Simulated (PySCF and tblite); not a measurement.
Values are calculated unless marked as measured or tabulated.
Stationary points of C3H3ClO2 at GFN2-xTB, in Å:

Structure A

```
 1 O     0.453   -1.780    0.013
 2 C     0.921   -0.757   -0.463
 3 C     0.310    0.536   -0.293
 4 Cl    1.070    1.912   -1.018
 5 C    -0.839    0.682    0.420
 6 O    -1.472   -0.310    0.997
 7 H     1.848   -0.776   -1.055
 8 H    -1.307    1.651    0.554
 9 H    -0.972   -1.152    0.820
```

Structure B

```
 1 O     1.616   -1.110   -1.525
 2 C     0.855   -0.832   -0.638
 3 C     0.144    0.428   -0.477
 4 Cl    0.441    1.629   -1.692
 5 C    -0.710    0.727    0.524
 6 O    -1.072   -0.045    1.544
 7 H     0.633   -1.570    0.167
 8 H    -1.193    1.696    0.562
 9 H    -0.646   -0.914    1.519
```

Structure C

```
 1 O     0.713   -1.619   -1.419
 2 C     0.925   -0.813   -0.561
 3 C     0.182    0.472   -0.380
 4 Cl    0.769    1.702   -1.454
 5 C    -0.797    0.722    0.486
 6 O    -1.331   -0.162    1.349
 7 H     1.746   -0.954    0.174
 8 H    -1.264    1.693    0.560
 9 H    -0.942   -1.040    1.245
```

Level: BHandHLYP/pcSseg-1 + D3(BJ) on GFN2-xTB stationary points, with GFN2-xTB thermal terms.

**Question.** Which structure is a saddle point, and along which motion?

**Answer.** C: one imaginary mode (190i cm⁻¹ at GFN2-xTB, mostly on H7, O1, C2), along the rotation about the C2–C3 bond (torsion O1–C2–C3–Cl4 from -180° to 0°, rising).

**Question.** Give their symmetry and energies above the lowest.

**Answer.** A Cs, 0.0 kcal/mol; B Cs, 11.2 kcal/mol; C C1, 20.3 kcal/mol.
